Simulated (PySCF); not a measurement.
## NaO at PBE0

Level: PBE0. Na jorge-DZP-DKH, O jorge-DZP-DKH; spin-free X2C with a Gaussian nucleus (PySCF 2.14).

```
state                                           : ²Π (doublet), unpaired electrons π ↑
bond length                                     : 2.059 Å
harmonic wavenumber                             : 497 cm⁻¹
force constant                                  : 1.37 mdyn/Å
rotational constant Be                          : 0.4217 cm⁻¹
anharmonicity ωexe                              : 3.22 cm⁻¹
vibration–rotation constant αe                  : 0.00425 cm⁻¹
well depth De to Na + O                         : 2.48 eV
dissociation energy D0                          : 2.45 eV
bond order (Mayer)                              : 0.79
dipole moment (positive dipole means Na(−)O(+)) : -7.74 D
```

The state was picked by a PBE0 search and need not be the measured ground state.
